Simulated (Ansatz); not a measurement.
**SiH$_{4}$: how the Si–H bond energy moves with the basis**

SiH4, singlet; coordinates (Å): Si 0.000 0.000 0.000; H 0.856 0.859 0.857; H -0.860 -0.854 0.857; H -0.855 0.856 -0.861; H 0.858 -0.860 -0.853. Quantity: Si–H bond energy, to SiH3 (doublet) + H.

Ansatz 0.2.0, basis 6-31G or cc-pVDZ or cc-pVTZ; geometries are PBE0/def2-TZVP minima. Wave-function levels freeze the cores; HF, MP2 and coupled cluster are restricted for singlets and unrestricted otherwise, atoms included (their steps beyond CCSDT(Q) come from restricted open-shell runs), Kohn–Sham unrestricted where that lies lower. The reference is CCSDT(Q) or full CI (coupled cluster only where its series has nearly closed). Semilocal and hybrid functionals correlate all electrons outside any core potential and usually lie nearer their basis limit than the reference, so part of their error here is the reference's basis and frozen-core error; RPA and the MP2 part of double hybrids freeze the same cores as the reference. None of these values is a measured one. Energies are electronic, without zero-point terms. No spin–orbit coupling and no scalar relativity. The species are chosen: bound, without strong static correlation by their natural occupations or amplitudes, in their lowest spin state as far as vertical gaps and like structures tell, and with a ladder that closes on the reference, so errors are smaller than for species at large; levels whose determinant breaks symmetry or spin markedly are left out.

| level | 6-31G (kcal/mol) | cc-pVDZ (kcal/mol) | cc-pVTZ (kcal/mol) |
| --- | --- | --- | --- |
| reference | 78.7 (full CI) | 91.1 (CCSDT(Q)) | 94.7 (CCSDT(Q)) |
| CCSD | 78.7 | 90.9 | 94.6 |
| CCSD(T) | 78.7 | 91.1 | 94.8 |
| CCSDT | 78.7 | 91.1 | 94.7 |
| PBE | 87.8 | 89.7 | 90.7 |
| r2SCAN | 88.0 | 90.4 | 91.6 |
| B3LYP | 90.1 | 93.3 | 94.8 |
| wB97M-V | 92.8 | 96.2 | 96.8 |

From 6-31G to cc-pVTZ the reference moves by 16.0 kcal/mol and PBE by 2.9; the step from CCSD(T) to the reference is 0.0 in the first and 0.0 in the last.
